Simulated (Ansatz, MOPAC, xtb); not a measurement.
Barrier height from H + FH to the transition structure FH2, without zero-point energy, on the benchmark's geometries as Psi4's copy of the set gives them.
Transition structure (charge 0, multiplicity 2):
```xyz
3

H      0.00000     0.00000     1.13722
F      0.00000     0.00000     0.00000
H      0.00000     0.00000    -1.13722
```

Open shells are unrestricted; no spin–orbit coupling.

Cores are frozen in the correlated methods. The state that PM6 reach isn't checked.

Programs: Ansatz (Gaussian orbitals); MOPAC for PM6 (differences of heats of formation); xtb for the GFN methods. Values without a source in brackets are computed. The GFN methods have no spin term and hold the electronic entropy of 300 K.

```json
[
 {"level": "PM6", "barrier height (kcal/mol)": "13.21"},
 {"level": "GFN2-xTB", "barrier height (kcal/mol)": "85.05"},
 {"level": "HF/aug-cc-pVDZ", "barrier height (kcal/mol)": "58.44"},
 {"level": "HF/aug-cc-pVQZ", "barrier height (kcal/mol)": "57.45"},
 {"level": "B97M-V/def2-TZVPPD", "barrier height (kcal/mol)": "33.92"},
 {"level": "wB97X-V/def2-TZVPPD", "barrier height (kcal/mol)": "40.50"},
 {"level": "MP2/aug-cc-pVDZ", "barrier height (kcal/mol)": "47.47"},
 {"level": "MP2/aug-cc-pVQZ", "barrier height (kcal/mol)": "___"},
 {"level": "CCSD/aug-cc-pVTZ", "barrier height (kcal/mol)": "___"}
]
```

Problem. Fill in the missing entries.

Solution. 
- MP2/aug-cc-pVQZ, barrier height (kcal/mol): 46.03
- CCSD/aug-cc-pVTZ, barrier height (kcal/mol): 42.97

Ansatz is a program for electronic structure.
